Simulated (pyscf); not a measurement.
Structures and frequencies: ωB97X-D3(BJ)/def2-SVP in PySCF.

SMILES: F[Si](=[SiH2])[SiH3]
```xyz
9

F      1.2852     1.0192    -2.3215
Si     0.4671     0.9917    -0.9068
Si     0.3883     2.6941     0.3839
Si     0.3634    -1.1408    -0.0060
H      0.4835     4.0978    -0.0910
H     -0.5289     2.4949     1.5379
H     -0.4223    -2.0424    -0.8957
H      1.7265    -1.7110     0.1886
H     -0.3280    -0.9963     1.3068
```

What is the homolytic dissociation enthalpy (298 K, ωB97M-D3(BJ)/def2-TZVP) of the Si–Si bond of F–Si(=SiH₂)–SiH₃, to [F–Si=SiH₂]• + SiH₃•?

Si–Si to [F–Si=SiH₂]• + SiH₃•: 2.57 eV. The 7 functionals that were run give +2.46 (M06-2X) to +2.95 eV (ωB97X-D3(BJ)). The radicals are drawn with the spin at the cut bond; how far it spreads was not checked. Other isomers of [F–Si=SiH₂]• were not searched in full and may lie lower.
